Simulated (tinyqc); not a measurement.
Worked calculation: Hueckel theory of the pi electrons, for the molecule C=C1C=C1C=O (SMILES; centres numbered as the heavy atoms are written). One step of it, computed by the program tinyqc.

Problem. Orbitals. Diagonalise; E = alpha + x beta with beta < 0, so the largest x are filled first; degenerate levels share their electrons. P = sum n_i c_ri c_si; each orbital has its largest coefficient positive (the first on a tie).

Hueckel matrix in units of beta (H = alpha + beta A):
```
          1C        2C        3C        4C        5C        6O
1C  0.000000  1.000000  0.000000  0.000000  0.000000  0.000000
2C  1.000000  0.000000  1.000000  1.000000  0.000000  0.000000
3C  0.000000  1.000000  0.000000  1.000000  0.000000  0.000000
4C  0.000000  1.000000  1.000000  0.000000  1.000000  0.000000
5C  0.000000  0.000000  0.000000  1.000000  0.000000  1.000000
6O  0.000000  0.000000  0.000000  0.000000  1.000000  1.000000
```

pi electrons, sum of z_r less the charge = 6

Give: x values; occupations; coefficients; charge and bond-order matrix P.

Solution.

x values: 2.3659  1.5823  0.3879  -0.3033  -1.3470  -1.6858

occupations: 2.0000  2.0000  2.0000  0.0000  0.0000  0.0000

coefficients:
```
       MO1      MO2      MO3      MO4      MO5      MO6
1C  0.2185  -0.1972   0.7520   0.3179   0.3948   0.3014
2C  0.5169  -0.3120   0.2917  -0.0964  -0.5318  -0.5082
3C  0.4520  -0.2357  -0.2502  -0.5527   0.6061  -0.0687
4C  0.5524  -0.0609  -0.3887   0.2640  -0.2846   0.6239
5C  0.3381   0.4514  -0.1923   0.5690   0.3091  -0.4750
6O  0.2476   0.7751   0.3141  -0.4366  -0.1317   0.1769
```

charge and bond-order matrix P:
```
         1C       2C       3C       4C       5C       6O
1C   1.3044   0.7876  -0.0858  -0.3193  -0.3195   0.2750
2C   0.7876   0.8992   0.4684   0.3823  -0.0443  -0.0445
3C  -0.0858   0.4684   0.6448   0.7226   0.1891  -0.2987
4C  -0.3193   0.3823   0.7226   0.9200   0.4681  -0.0651
5C  -0.3195  -0.0443   0.1891   0.4681   0.7101   0.7463
6O   0.2750  -0.0445  -0.2987  -0.0651   0.7463   1.5215
```
